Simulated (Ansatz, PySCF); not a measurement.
This PySCF input computes a B3LYP/def2-TZVPD energy:

```python
from pyscf import gto, scf, dft

mol = gto.M(
    atom='''
    N    -0.00000000   -0.00000000   -0.43758825
    N     0.00000000    0.00000000    0.64838676
    H    -0.00000000   -0.00000000   -1.47558960
    ''',
    basis='def2-tzvpd',
    charge=1,
    spin=0,
    verbose=4,
)

mf = dft.RKS(mol, xc='b3lyp').density_fit(auxbasis='def2-universal-jkfit')
mf.grids.level = 3
mf.conv_tol = 1e-9
mf.max_cycle = 100
mf.max_memory = 1500
mf.kernel()
if not mf.converged:
    mf = mf.newton()
    mf.kernel(mf.make_rdm1())
mf.analyze()
```

### Question
Write an input for the same energy in Ansatz (a program for electronic structure) and say what it gives.

### Answer

Ansatz 0.2 input:
```yaml
crystal:
  periodic: [false, false, false]
  atoms:
    - {symbol: N, position_ang: [-0.00000000, -0.00000000, -0.43758825]}
    - {symbol: N, position_ang: [0.00000000, 0.00000000, 0.64838676]}
    - {symbol: H, position_ang: [-0.00000000, -0.00000000, -1.47558960]}
basis:
  gaussian:
    orbitals: def2-TZVPD
hamiltonian:
  xc: {name: B3LYP}
total_charge: 1
output: {forces: true}
```
It gives -109.76858 Eh, and PySCF -109.76858 Eh, a difference of 0.00 mEh.

It need not be the lowest isomer of its formula.
